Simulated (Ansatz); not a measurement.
# AlH5N2: structure from calculated spectroscopic constants

These gas-phase data were calculated for one isomer of AlH5N2 at PBE0-D4/def2-SVP (harmonic, unscaled wavenumbers; equilibrium rotational constants with average atomic masses):

| Quantity | Value |
| --- | --- |
| rotational constants | 26.71, 5.993, 4.895 GHz |
| all wavenumbers above 1500 cm⁻¹ | 3714, 3714, 3623, 3622, 1956, 1534, 1525 |

Candidates:

(1) `[NH2][AlH][NH2]`, a singlet
(2) `N[NH][AlH2]`, a singlet

Question: Which structure fits?

Answer: Candidate (1). 4 modes lie between 3250 and 3800 cm⁻¹, one for each N–H bond, while (2) has 3.

The same quantities for all candidates:

```tsv
	rotational constants (GHz)	wavenumbers above 1500 cm⁻¹	E above the lowest, PBE0-D4/def2-SVP (kcal/mol)
(1)	26.71, 5.993, 4.895	3714, 3714, 3623, 3622, 1956, 1534, 1525	0.0
(2)	38.01, 5.18, 4.673	3592, 3579, 3509, 1951, 1939, 1659	58.9
```

Harmonic stretches to hydrogen usually lie a few per cent above observed fundamentals. Each candidate is one conformer. Programs: Ansatz 0.2.0.
